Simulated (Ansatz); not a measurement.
## AlHF (SMILES [F][AlH]): where methods fail along a bond

AlHF: 3 atoms, total charge 0, spin state doublet. SMILES: `[F][AlH]`. The shape is that of a PBE0-D4/def2-TZVP optimisation.

```xyz
3

F     0.9071    0.8932    0.5856
Al   -0.4325    0.3180   -0.1995
H    -0.4854   -1.2761   -0.3993
```

The F1–Al2 distance is scanned; the parts on either side stay rigid. Basis STO-3G, 6 core orbitals frozen in the correlated methods; program Ansatz 0.2.0. FCI is exact within this basis and core. Energies in eV from each method's value at 1.656 Å; open shells run as named. The shape above is that at 1.656 Å.

```json
{"distance (Å)": "1.656", "UPBE": "0.00", "U-revPBE": "0.00", "UBHLYP": "0.00", "UMP2": "0.00", "UCCSD": "0.00", "UCCSDT": "0.00", "UCCSDT(Q)": "0.00", "FCI": "0.00"}
{"distance (Å)": "2.070", "UPBE": "1.53", "U-revPBE": "1.46", "UBHLYP": "1.84", "UMP2": "2.10", "UCCSD": "1.66", "UCCSDT": "1.68", "UCCSDT(Q)": "1.68", "FCI": "1.68"}
{"distance (Å)": "2.484", "UPBE": "3.48", "U-revPBE": "3.36", "UBHLYP": "3.38", "UMP2": "3.10", "UCCSD": "2.90", "UCCSDT": "3.01", "UCCSDT(Q)": "3.02", "FCI": "3.01"}
{"distance (Å)": "3.312", "UPBE": "4.84", "U-revPBE": "4.64", "UBHLYP": "3.97", "UMP2": "3.16", "UCCSD": "3.04", "UCCSDT": "3.17", "UCCSDT(Q)": "3.18", "FCI": "3.17"}
{"distance (Å)": "4.140", "UPBE": "5.01", "U-revPBE": "4.80", "UBHLYP": "4.00", "UMP2": "3.17", "UCCSD": "3.05", "UCCSDT": "3.18", "UCCSDT(Q)": "3.18", "FCI": "3.18"}
```

Departure from the FCI curve at its largest: UPBE +1.83 eV at 4.14 Å; U-revPBE +1.62 eV at 4.14 Å; UBHLYP +0.82 eV at 4.14 Å; UMP2 +0.42 eV at 2.07 Å; UCCSD -0.12 eV at 4.14 Å; UCCSDT within 0.005 eV; UCCSDT(Q) +0.01 eV at 2.48 Å. For the functionals part of the departure is owed to the small basis.
